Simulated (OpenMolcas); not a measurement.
**A workflow on C3H3F3 (3,3,3-trifluoropropene)**

Wanted: the energy (HF/6-31G*), then a single-point energy (CASSCF(6,6)/6-31G*), then a single-point energy (CASPT2(6,6)/6-31G*) of C3H3F3 (3,3,3-trifluoropropene). 

The calculation is run with OpenMolcas 26.06.

## Step 1: Starting point

C3H3F3 has 9 atoms, charge 0, and is taken as a singlet. SMILES: `C=CC(F)(F)F`. Geometry: relaxed at GFN2-xTB.

Bond lengths: C1–C2 1.319 Å, C2–C3 1.501 Å, C3–F4 1.345 Å, C3–F5 1.340 Å, C3–F6 1.345 Å, C1–H7 1.078 Å, C1–H8 1.076 Å, C2–H9 1.079 Å. Some angles: C1–C2–C3 121.4°, C2–C3–F4 112.5°, C2–C3–F5 112.1°, C2–C3–F6 112.6°, F4–C3–F5 106.6°, F4–C3–F6 106.0°, F5–C3–F6 106.6°, C1–C2–H9 123.9°, C3–C2–H9 114.7°, C2–C1–H7 121.6°.

## Step 2: The energy at HF/6-31G(d) (RICD fitting, Cartesian functions) (run 1)

Input file coord.xyz:

```xyz
9

C      0.076840    -1.344680     0.383060
C     -0.412050    -0.120740     0.445890
C      0.107180     0.975700    -0.437910
F     -0.051790     0.702480    -1.745700
F     -0.512620     2.141820    -0.213050
F      1.422110     1.199780    -0.263740
H      0.866990    -1.602380    -0.303250
H     -0.295870    -2.130040     1.016520
H     -1.200780     0.178060     1.118170
```

Input file step1.input:

```
&GATEWAY
COORD=coord.xyz
BASIS=6-31G*
GROUP=NoSym
RICD
&SEWARD
&SCF
PRORBITALS=0
```

Command:

```bash
$ export MOLCAS_MEM=1860
$ pymolcas step1.input > step1.log
```

The log of the run:

```text
--- Start Module: gateway ---
[...]
--- Stop Module: gateway /rc=_RC_ALL_IS_WELL_ ---
--- Start Module: seward ---
[...]
      Basis functions           96
--- Stop Module: seward /rc=_RC_ALL_IS_WELL_ ---
[...]
--- Start Module: scf ---
[...]
       Convergence after  11 Iterations
[...]
::    Total SCF energy                               -413.6514457071
[...]
      Total spin, S                                     0.0000000000
[...]
      Total electronic charge=   48.000000
      Total            charge=   -0.000000
[...]
      Dipole Moment (debye):
      Origin of the operator (angstrom)=    0.1346    0.7017   -0.3717
                   X= -6.7821E-01               Y= -2.2541E+00               Z=  1.4383E+00           Total=  2.7585E+00
      Quadrupole Moment (debye*angstrom):
[...]
--- Stop Module: scf /rc=_RC_ALL_IS_WELL_ ---
[...]
```

It took 4.5 s on 1 thread of Intel Xeon Platinum 8259CL at 2.50GHz (Skylake/Cascade Lake), shared host; peak memory 0.081 GiB.

## Step 3: A single-point energy at CASSCF(6,6)/6-31G(d) (RICD fitting, Cartesian functions) (run 2)

coord.xyz is that of step 2.

Input file step2.input:

```
>>> EXPORT MOLCAS_PRINT=2
&GATEWAY
Coord=coord.xyz
Basis=6-31G*
Group=NoSym
RICD
&SEWARD
&RASSCF
FileOrb=$CurrDir/step1.ScfOrb
Spin=1
Nactel=6 0 0
Inactive=21
Ras2=6
OrbListing=Nothing
```

Command:

```bash
$ export MOLCAS_MEM=1860
$ pymolcas step2.input > step2.log
```

The log of the run:

```text
--- Start Module: gateway ---
[...]
--- Stop Module: gateway /rc=_RC_ALL_IS_WELL_ ---
--- Start Module: seward ---
[...]
      Basis functions           96
--- Stop Module: seward /rc=_RC_ALL_IS_WELL_ ---
[...]
--- Start Module: rasscf ---
[...]
      Number of active orbitals                  6
[...]
      Spin quantum number                      0.0
[...]
      Active orbitals                            6
[...]
      Number of CSFs                           175
[...]
      Number of root(s) required                 1
[...]
      Convergence after 24 iterations
[...]
      printout of CI-coefficients larger than  0.05 for root  1
      energy=    -413.716635
      conf/sym  111111     Coeff  Weight
             1  222000  -0.96954 0.94000
            11  220200   0.19973 0.03989
            39  ud20ud  -0.07993 0.00639
      Natural orbitals and occupation numbers for root  1
      sym 1:   1.982376   1.981247   1.914711   0.085955   0.017573   0.018137
      ************************************************************************************************************************
      *                                                    Final results                                                     *
[...]
::    RASSCF root number  1 Total energy:   -413.71663453
[...]
      Total electronic charge=   48.000000
      Total            charge=   -0.000000
[...]
      Dipole Moment (debye):
      Origin of the operator (angstrom)=    0.1346    0.7017   -0.3717
                   X= -7.2423E-01               Y= -2.1380E+00               Z=  1.4440E+00           Total=  2.6797E+00
      Quadrupole Moment (debye*angstrom):
[...]
--- Stop Module: rasscf /rc=_RC_ALL_IS_WELL_ ---
[...]
```

It took 11 s on 1 thread of Intel Xeon Platinum 8259CL at 2.50GHz (Skylake/Cascade Lake), shared host; peak memory 0.081 GiB.

## Step 4: A single-point energy at CASPT2(6,6)/6-31G(d) (RICD fitting, Cartesian functions, ipea shift 0.25 Eh, pt2 variant SS) (run 3)

coord.xyz is that of step 3.

Input file step3.input:

```
* C3H3F3 CASPT2
&GATEWAY
Coord
coord.xyz
Basis
6-31G*
Group
NoSym
RICD
&SEWARD
&RASSCF
FileOrb
$CurrDir/step2.RasOrb
Spin
1
Nactel
6 0 0
Inactive
21
Ras2
6
OrbListing
Nothing
&CASPT2
Imaginary
0.2
```

Command:

```bash
$ export MOLCAS_MEM=1860
$ pymolcas step3.input > step3.log
```

The log of the run:

```text
--- Start Module: gateway ---
[...]
--- Stop Module: gateway /rc=_RC_ALL_IS_WELL_ ---
[...]
      Basis functions           96
[...]
--- Start Module: rasscf ---
[...]
      Number of active orbitals                  6
[...]
      Spin quantum number                      0.0
[...]
      Active orbitals                            6
[...]
      Number of CSFs                           175
[...]
      Number of root(s) required                 1
[...]
      Convergence after  4 iterations
[...]
      printout of CI-coefficients larger than  0.05 for root  1
      energy=    -413.716635
      conf/sym  111111     Coeff  Weight
             1  222000  -0.96954 0.94000
            11  220200   0.19973 0.03989
            39  ud20ud  -0.07995 0.00639
      Natural orbitals and occupation numbers for root  1
      sym 1:   1.982376   1.981247   1.914711   0.085955   0.017573   0.018137
      ************************************************************************************************************************
      *                                                    Final results                                                     *
[...]
::    RASSCF root number  1 Total energy:   -413.71663453
[...]
      Total electronic charge=   48.000000
      Total            charge=   -0.000000
[...]
      Dipole Moment (debye):
      Origin of the operator (angstrom)=    0.1346    0.7017   -0.3717
                   X= -7.2424E-01               Y= -2.1381E+00               Z=  1.4440E+00           Total=  2.6797E+00
      Quadrupole Moment (debye*angstrom):
[...]
--- Stop Module: rasscf /rc=_RC_ALL_IS_WELL_ ---
[...]
--- Start Module: caspt2 ---
[...]
      E2 (Variational):          -0.8276514059
      Total energy:            -414.5442859404
[...]
      Reference weight:           0.82715
[...]
::    CASPT2 Root  1     Total energy:   -414.54428594
[...]
--- Stop Module: caspt2 /rc=_RC_ALL_IS_WELL_ ---
[...]
```

It took 9.3 s on 1 thread of Intel Xeon Platinum 8259CL at 2.50GHz (Skylake/Cascade Lake), shared host; peak memory 0.081 GiB.

## Step 5: Summary of results

| quantity | value |
| --- | --- |
| run 1, HF/6-31G*: total energy | -413.65145 Eh |
| run 1, HF/6-31G*: dipole moment | 2.76 D |
| run 1, HF/6-31G*: HOMO energy | -11.22 eV |
| run 1, HF/6-31G*: LUMO energy | 3.60 eV |
| run 1, HF/6-31G*: HOMO–LUMO gap | 14.83 eV |
| run 2, CASSCF(6,6)/6-31G*: total energy | -413.71663 Eh |
| run 2, CASSCF(6,6)/6-31G*: dipole moment (CASSCF density) | 2.68 D |
| run 3, CASPT2(6,6)/6-31G*: total energy | -414.54429 Eh |
| run 3, CASPT2(6,6)/6-31G*: dipole moment (CASSCF density) | 2.68 D |

What this shows: Mulliken charges (run 2, CASSCF(6,6)/6-31G*) run from -0.38 on F5 to +1.11 on C3. Mulliken charges (run 3, CASPT2(6,6)/6-31G*) of the CASSCF density run from -0.38 on F5 to +1.11 on C3.
